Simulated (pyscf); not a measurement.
`[OH2]` + `[OH][Ga]([OH])[F]` -> `[OH][Ga]([OH])[F]` + `[OH2]` (four-centre exchange; singlet surface; H–O, Ga–O broken, Ga–O, H–O formed). PySCF, gas phase, ωB97X-D3(BJ)/def2-SVP geometries. Energies in kcal/mol from the separated reactants.

```json
[
 {"level": "PBE/def2-TZVP", "barrier": "[?]", "reaction energy": "0.0"},
 {"level": "r²SCAN/def2-TZVP", "barrier": "[?]", "reaction energy": "0.0"},
 {"level": "B3LYP-D3(BJ)/def2-TZVP", "barrier": "-9.3", "reaction energy": "0.0"},
 {"level": "PBE0-D3(BJ)/def2-TZVP", "barrier": "-11.5", "reaction energy": "0.0"},
 {"level": "M06-2X/def2-TZVP", "barrier": "-13.8", "reaction energy": "0.0"},
 {"level": "ωB97M-D3(BJ)/def2-TZVP", "barrier": "-9.5", "reaction energy": "0.0"}
]
```

Question: Complete the blanks.

Answer: 
- PBE/def2-TZVP, barrier: -10.6
- r²SCAN/def2-TZVP, barrier: -12.9

On the reactant side the descent ends in an adduct with a Ga–O contact, 20.8 kcal/mol under the separated species and 10.3 kcal/mol under the saddle at ωB97X-D3(BJ)/def2-TZVP. On the product side the descent ends in an adduct with a Ga–O contact, 20.8 kcal/mol under the separated species and 10.2 kcal/mol under the saddle at ωB97X-D3(BJ)/def2-TZVP. At PBE, r²SCAN, B3LYP-D3(BJ), PBE0-D3(BJ), M06-2X, ωB97M-D3(BJ) the saddle lies under the separated reactants, which points to a path from their complex (located at ωB97X-D3(BJ) alone). At PBE, r²SCAN, B3LYP-D3(BJ), PBE0-D3(BJ), M06-2X, ωB97M-D3(BJ) the saddle lies under the separated products, which points to a path from their complex (located at ωB97X-D3(BJ) alone). What is counted as formed (Ga–O) is already present as a longer contact in the reactant adduct; forming that adduct is a step of its own. What is counted as broken (Ga–O) persists as a longer contact in the product adduct; parting that adduct is a step of its own. This is the saddle that the search found; another between the same sides may lie lower. Elements up to Kr have no core potential and no relativistic terms here.
